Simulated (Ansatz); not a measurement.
## Ansatz (development build ahead of 0.2.0) run

```yaml
crystal:
  periodic: [false, false, false]
  atoms:
    - { symbol: B, position_ang: [0.0, 0.0, 0.0] }
    - { symbol: S, position_ang: [0.0, 2.3717, 1.3693] }
    - { symbol: S, position_ang: [0.0, -2.3717, 1.3693] }
basis:
  gaussian: { orbitals: pcseg-2 }
magnetization:
  initial_magnetization: 3
hamiltonian:
  xc: r2scan
```

The input is written out in the form of the current development build from the run's settings.

Output:

```
Converged                       : yes
Total energy                    : -820.90672 hartree
Spin squared of the determinant : 3.750
Stability test                  : minimum among restricted orbitals
```

Caution: stretched shape with no unrestricted run beside it, a lower state can exist; other spin multiplicities may lie lower.
